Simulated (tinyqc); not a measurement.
Inside a calculation. Method: CCD on RHF in the sto-6g basis, frozen core, for NH3, spin multiplicity 1. One step of it, computed by the program tinyqc.

Task: Iteration 8 (converged): orbitals. Diagonalise F' = X^T F X, C = X C', fill 5 alpha and 5 beta electrons from the bottom; D = 2 C_occ C_occ^T. Each column has its largest component positive (the first on a tie).

converged F (hartree):
```
             1N 1s      1N 2s     1N 2px     1N 2py     1N 2pz      2H 1s      3H 1s      4H 1s
1N 1s   -15.461693  -3.735294   0.000007   0.000000   0.008025  -0.878870  -0.880038  -0.880038
1N 2s    -3.735294  -1.789333   0.000139   0.000000   0.028818  -0.794566  -0.795255  -0.795255
1N 2px    0.000007   0.000139  -0.282428   0.000000  -0.000023  -0.442163   0.221095   0.221095
1N 2py    0.000000   0.000000   0.000000  -0.282751   0.000000   0.000000  -0.383108   0.383108
1N 2pz    0.008025   0.028818  -0.000023   0.000000  -0.306957   0.058497   0.058549   0.058549
2H 1s    -0.878870  -0.794566  -0.442163   0.000000   0.058497  -0.455856  -0.240719  -0.240719
3H 1s    -0.880038  -0.795255   0.221095  -0.383108   0.058549  -0.240719  -0.456440  -0.240863
4H 1s    -0.880038  -0.795255   0.221095   0.383108   0.058549  -0.240719  -0.240863  -0.456440
```

X:
```
                1          2          3          4          5          6          7          8
1N 1s   -0.312880   0.000000  -0.000648   0.858359   0.462532   0.000011   0.000000   0.146365
1N 2s    1.381334   0.000000   0.002120  -0.038947   0.075522   0.000067   0.000000   0.443239
1N 2px  -0.001974   0.000000   1.027724   0.000099   0.000027   0.631843   0.000000  -0.000095
1N 2py   0.000000   1.028171   0.000000   0.000000   0.000000   0.000000   0.631770   0.000000
1N 2pz  -0.117693   0.000000  -0.000152  -0.490889   0.867318   0.000007   0.000000  -0.037836
2H 1s   -0.627687   0.000000  -0.977885  -0.140053  -0.075411   0.443303   0.000000   0.302033
3H 1s   -0.630861  -0.846298   0.487371  -0.140029  -0.075404  -0.221455   0.383770   0.302235
4H 1s   -0.630861   0.846298   0.487371  -0.140029  -0.075404  -0.221455  -0.383770   0.302235
```

Give: F' = X^T F X; orbital energies; coefficients C; D after iteration 8.

Result:

F' = X^T F X (hartree):
```
         1       2        3         4        5        6        7        8
1   0.3079  0.0000  -0.0011    1.2605   0.6560  -0.0002   0.0000   0.0673
2   0.0000  0.7257   0.0000    0.0000   0.0000   0.0000   0.0637   0.0000
3  -0.0011  0.0000   0.7251    0.0034   0.0018   0.0637   0.0000   0.0005
4   1.2605  0.0000   0.0034  -10.6471  -5.8599  -0.0002   0.0000  -3.6845
5   0.6560  0.0000   0.0018   -5.8599  -3.6274  -0.0001   0.0000  -2.0955
6  -0.0002  0.0000   0.0637   -0.0002  -0.0001  -0.5476   0.0000   0.0000
7   0.0000  0.0637   0.0000    0.0000   0.0000   0.0000  -0.5479   0.0000
8   0.0673  0.0000   0.0005   -3.6845  -2.0955   0.0000   0.0000  -2.3021
```

orbital energies (hartree): MO1 -15.4647, MO2 -1.0214, MO3 -0.5511, MO4 -0.5508, MO5 -0.3088, MO6 0.5262, MO7 0.7283, MO8 0.7289

coefficients C:
```
            MO1      MO2      MO3      MO4      MO5      MO6      MO7      MO8
1N 1s    0.9962  -0.2122   0.0000   0.0000  -0.0253  -0.1790   0.0002   0.0000
1N 2s    0.0190   0.7569   0.0000   0.0002   0.1357   1.2329  -0.0019   0.0000
1N 2px   0.0000  -0.0001   0.0000   0.5798   0.0000   0.0011   1.0580   0.0000
1N 2py   0.0000   0.0000   0.5798   0.0000   0.0000   0.0000   0.0000   1.0584
1N 2pz  -0.0010  -0.0385   0.0000   0.0000   0.9903  -0.1621   0.0002   0.0000
2H 1s   -0.0038   0.1672   0.0000   0.4915  -0.0407  -0.6962  -0.9526   0.0000
3H 1s   -0.0038   0.1674   0.4255  -0.2456  -0.0407  -0.6950   0.4777  -0.8261
4H 1s   -0.0038   0.1674  -0.4255  -0.2456  -0.0407  -0.6950   0.4777   0.8261
```

D after iteration 8:
```
          1N 1s    1N 2s   1N 2px   1N 2py   1N 2pz    2H 1s    3H 1s    4H 1s
1N 1s    2.0760  -0.2903   0.0000   0.0000  -0.0359  -0.0765  -0.0765  -0.0765
1N 2s   -0.2903   1.1834   0.0000   0.0000   0.2104   0.2422   0.2422   0.2422
1N 2px   0.0000   0.0000   0.6723   0.0000   0.0000   0.5698  -0.2848  -0.2848
1N 2py   0.0000   0.0000   0.0000   0.6722   0.0000   0.0000   0.4933  -0.4933
1N 2pz  -0.0359   0.2104   0.0000   0.0000   1.9644  -0.0934  -0.0935  -0.0935
2H 1s   -0.0765   0.2422   0.5698   0.0000  -0.0934   0.5423  -0.1821  -0.1821
3H 1s   -0.0765   0.2422  -0.2848   0.4933  -0.0935  -0.1821   0.5421  -0.1820
4H 1s   -0.0765   0.2422  -0.2848  -0.4933  -0.0935  -0.1821  -0.1820   0.5421
```
